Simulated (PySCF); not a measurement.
**Level sweep**

Compound: C2H6O2S.
Atom-mapped SMILES: `[CH3:1][S:2]([CH3:3])(=[O:4])=[O:5]` (hydrogens: H6, H7, H8 on C1; H9, H10, H11 on C3)

Geometry (PBE0-D3(BJ)/def2-SVP, Å), atoms numbered from 1 in this order:
```xyz
11
C2H6O2S angstrom
C      1.3440    0.4942    0.2578
S      0.1361   -0.7200   -0.2452
C     -1.4347    0.1016   -0.0383
O      0.1870   -1.8171    0.7155
O      0.3232   -0.9604   -1.6723
H      1.2707    1.3786   -0.3876
H      2.3130   -0.0019    0.1094
H      1.2018    0.7417    1.3170
H     -2.1776   -0.6408   -0.3604
H     -1.4799    0.9873   -0.6842
H     -1.5854    0.3514    1.0193
```

PySCF, dipoles from the SCF density, polarisabilities from static response with core orbitals frozen. Geometry: PBE0-D3(BJ)/def2-SVP; no solvent, vibrations or thermal averaging.

Problem. How do dipole and polarisability depend on functional and basis here?

Solution. 

```
            level  μ (D)  error (%)  α (au)  error (%)  anisotropy (au)
wB97X-D/def2-SVPD  4.836       +7.7   52.78       -6.9             4.11
LC-wPBE/def2-SVPD  4.873       +8.5   51.86       -8.5             3.62
      PBE0/6-31G*  4.550       +1.3   42.98      -24.2             2.85
    PBE0/def2-SVP  4.497       +0.2   43.96      -22.5             4.24
     PBE0/6-31+G*  4.805       +7.0   49.77      -12.2             2.59
 PBE0/aug-cc-pVDZ  4.675       +4.1   54.27       -4.3             4.92
   PBE0/def2-TZVP  4.529       +0.9   49.95      -11.9             4.22
  PBE0/def2-TZVPD  4.581       +2.0   53.93       -4.9             5.08
```

Reference dipole: 4.490 D (measured, gas; NIST CCCBDB Release 22 (SRD 101), experimental dipoles). Reference polarisability: 8.401 Å³ (measured, gas; NIST CCCBDB Release 22 (SRD 101), experimental polarizabilities). The anisotropy is √(½[(α1 − α2)² + (α2 − α3)² + (α3 − α1)²]). For the dipole, the smallest error is 0.2% (PBE0/def2-SVP) and the largest 8.5% (LC-wPBE/def2-SVPD). For the polarisability, the smallest error is 4.3% (PBE0/aug-cc-pVDZ) and the largest 24.2% (PBE0/6-31G*). The dipole runs from 4.50 D (PBE0/def2-SVP) to 4.87 D (LC-wPBE/def2-SVPD). With PBE0 the polarisability is 45.63 au without diffuse functions (mean of 6-31G*, def2-SVP and def2-TZVP) and 52.66 au with them (mean of 6-31+G*, aug-cc-pVDZ and def2-TZVPD). Measured values can belong to vibrating molecules and may average over conformers; the computed ones are for one fixed geometry.
